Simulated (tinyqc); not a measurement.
Ways to converge the cycle: SCF convergence aids in the sto-6g basis, for HF, spin multiplicity 1. Computed by the program tinyqc with PySCF. 

Geometry (angstrom):
```
atom       x       y       z
F     0.0000  0.0000  0.0000
H     0.0000  0.0000  0.8800
```

lowest restricted solution found by these runs and by PySCF = -99.493692 hartree

RHF with one setting changed at a time; a run stops when the energy changes by less than 1e-09 hartree and the error matrix is below 1e-5. The start is random orbitals. Damping d keeps d of the old density; a shift (hartree) raises the virtual levels; DIIS n extrapolates F over n matrices.

Largest element of the error matrix X^T (FDS - SDF) X:
```
iteration    plain  damping 0.3  damping 0.6  shift 0.4   DIIS 3   DIIS 8
1          1.2e+01      1.2e+01      1.2e+01    1.2e+01  1.2e+01  1.2e+01
2          6.5e-01      3.6e+00      7.1e+00    6.6e-01  6.5e-01  6.5e-01
3          1.1e-01      1.1e+00      4.3e+00    2.8e-01  1.1e-01  1.1e-01
4          1.2e-02      3.2e-01      2.6e+00    9.8e-02  6.5e-03  6.5e-03
5          1.6e-03      9.7e-02      1.5e+00    3.3e-02  1.2e-03  1.2e-03
6          8.1e-04      3.6e-02      9.3e-01    1.1e-02  4.7e-04  4.4e-04
8          2.0e-04      6.1e-03      3.3e-01    1.4e-03  6.9e-07  9.2e-08
10         4.9e-05      1.2e-03      1.2e-01    2.3e-04        -        -
14               -      2.1e-04      1.6e-02    3.5e-05        -        -
20               -      1.5e-05      1.1e-03          -        -        -
30               -            -      1.1e-04          -        -        -
45               -            -      3.6e-06          -        -        -
```

How each run ends:
```
run          iterations  E (hartree)         state
plain                13   -99.493692  lowest found
damping 0.3          22   -99.493692  lowest found
damping 0.6          46   -99.493692  lowest found
shift 0.4            17   -99.493692  lowest found
DIIS 3                9   -99.493692  lowest found
DIIS 8                8   -99.493692  lowest found
```

6 of 6 runs reach the lowest restricted solution found, in 8 to 46 iterations (fastest: DIIS 8). Plain steps already contract here, so damping only slows them. DIIS 3 and DIIS 8 gain by cancelling the error over several earlier matrices, much as a quasi-Newton step does.
